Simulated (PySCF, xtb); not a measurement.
Bonds broken one at a time in the series Al Cl-H. Gas-phase values, no solvent. Strings in code marks are SMILES.

Quantity: homolytic bond dissociation enthalpy at 298 K (no spin–orbit term), in kJ/mol. Enthalpy corrections at 298 K come from GFN2-xTB frequencies (xtb).

Level 1: PBE-D3(BJ)/def2-TZVP // TPSSh-D3(BJ)/def2-TZVP (PySCF)
Level 2: B3LYP/3-21G // TPSSh-D3(BJ)/def2-TZVP (PySCF)
Level 3: B3LYP/6-311+G** // TPSSh-D3(BJ)/def2-TZVP (PySCF)
Level 4: PBE/6-31G* // TPSSh-D3(BJ)/def2-TZVP (PySCF)

| species | level 2 | level 3 | level 4 |
|---|---|---|---|
| Cl–Al bond of `[Cl][Al]([Cl])[Cl]`, giving `[Cl]` and `[Cl][Al][Cl]` | 393.5 | 442.7 | 456.7 |
| Cl–Al bond of `[Cl][AlH][Cl]`, giving `[AlH][Cl]` and `[Cl]` | 412.5 | 456.4 | 470.1 |

**Question.** What does level 1 give for each?

**Answer.** 
- Cl–Al bond of `[Cl][Al]([Cl])[Cl]`, giving `[Cl]` and `[Cl][Al][Cl]`: 472.3
- Cl–Al bond of `[Cl][AlH][Cl]`, giving `[AlH][Cl]` and `[Cl]`: 483.7
